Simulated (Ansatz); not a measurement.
**SiH2Cl (doublet): from Hartree-Fock to the top rungs at distance Cl1–H2 along a hydrogen transfer = 1.386 Å, cc-pVDZ**

Aim: climb from Hartree-Fock through coupled cluster and multireference methods for SiH2Cl (doublet) at one geometry and basis, and see what each rung misses.

Computed with Ansatz 0.2.0, Gaussian basis. Level: cc-pVDZ, core rule «outside noble gas», up to 10 orbitals frozen.

The runs, in order: UHF; CCSD(T) on ROHF; CCSD(T) on UHF; BCCD(T) on ROHF; CISD; CCSDT(Q) on ROHF; CCSDT(Q) on UHF; CASSCF and MRCISD+Q, 3 electrons in 3 orbitals; CASSCF and NEVPT2, 3 electrons in 3 orbitals; CASSCF and MRCISD+Q, 13 electrons in 10 orbitals; CASSCF and MRCISD+Q(relaxed), 13 electrons in 10 orbitals; CASSCF and NEVPT2, 13 electrons in 10 orbitals.

8 further runs of the same task are left out: 8 that didn't finish.

## Step 1: What is computed

The geometry derives from fragments relaxed apart (PBE0/def2-TZVP) and kept rigid, so it is no stationary point. A hydrogen atom is moved between rigid fragments.

4 atoms, charge 0, spin multiplicity 2.

Atoms are counted from 1 here; the program's logs count them from 0.

Bond lengths: Cl1–H2 1.386 Å, Si3–H4 1.532 Å.

## Step 2: UHF

in.yaml reads:

```yaml
crystal:
  periodic: [false, false, false]
  atoms:
    - {symbol: Cl, position_ang: [-1.568301, 0.022748, 0.000000]}
    - {symbol: H, position_ang: [-0.182301, 0.022748, 0.000000]}
    - {symbol: Si, position_ang: [1.903699, 0.022748, 0.000000]}
    - {symbol: H, position_ang: [2.300133, -1.456765, 0.000000]}
basis:
  gaussian: {orbitals: cc-pVDZ}
magnetization: {spin_polarized: true, initial_magnetization: 1}
hamiltonian: {xc: hf}
output: {orbitals: {seedname: orbitals}}
```

The run is started by

```
> ansatz run in.yaml --threads 1 --pin off --events-out ev --progress --plain --max-ram 2393MiB
```

Further steps of the session: CCSD(T) on ROHF; CCSD(T) on UHF; BCCD(T) on ROHF; CISD; CCSDT(Q) on ROHF; CCSDT(Q) on UHF; CASSCF and MRCISD+Q, 3 electrons in 3 orbitals; CASSCF and NEVPT2, 3 electrons in 3 orbitals; CASSCF and MRCISD+Q, 13 electrons in 10 orbitals; CASSCF and MRCISD+Q(relaxed), 13 electrons in 10 orbitals; CASSCF and NEVPT2, 13 electrons in 10 orbitals.

Q: Predict the results of all the runs planned. Wanted: UCCSDT(Q) below the RHF energy; RMP2 from UCCSDT(Q); UMP2 from UCCSDT(Q); RCCSD from UCCSDT(Q); RCCSD(T) from UCCSDT(Q); UCCSD(T) from UCCSDT(Q); RCCSDT(Q) from UCCSDT(Q); NEVPT2 pair from UCCSDT(Q); MRCISD+Q pair from UCCSDT(Q).

The runs gave:

```
                         quantity                                                                                                value
   UCCSDT(Q) below the RHF energy                                                                                           -7.3141 eV
              RMP2 from UCCSDT(Q)                                                                                          +1212.3 meV
              UMP2 from UCCSDT(Q)                                                                                          +1233.7 meV
             RCCSD from UCCSDT(Q)                                                                                           +176.5 meV
          RCCSD(T) from UCCSDT(Q)                                                                                            +34.6 meV
          UCCSD(T) from UCCSDT(Q)                                                                                            +34.7 meV
         RCCSDT(Q) from UCCSDT(Q)                                                                                             +0.2 meV
       NEVPT2 pair from UCCSDT(Q)                                                                                          +1111.9 meV
     MRCISD+Q pair from UCCSDT(Q)                                                                                            +53.1 meV
    NEVPT2 valence from UCCSDT(Q)                                                                                          +1383.6 meV
levels within 1 kcal/mol (43 meV)  RCCSD(T), UCCSD(T), BCCD(T), RCCSDT, UCCSDT, RCCSDT(Q), MRCISD+Q valence, MRCISD+Q(relaxed) valence
                    T1 diagnostic                                                                                                0.016
   effectively unpaired electrons                                                                                                 1.04
```

RCCSD(T) lands +34.6 meV from the yardstick (0.5 % of the correlation energy). One determinant dominates. Of the multireference levels listed MRCISD+Q(relaxed) valence comes nearest in total energy (+5.8 meV), which doesn't show that its space is the better one. These misses are within one basis, not against nature; the frozen cores of restricted and unrestricted runs differ, which can shift their rows.
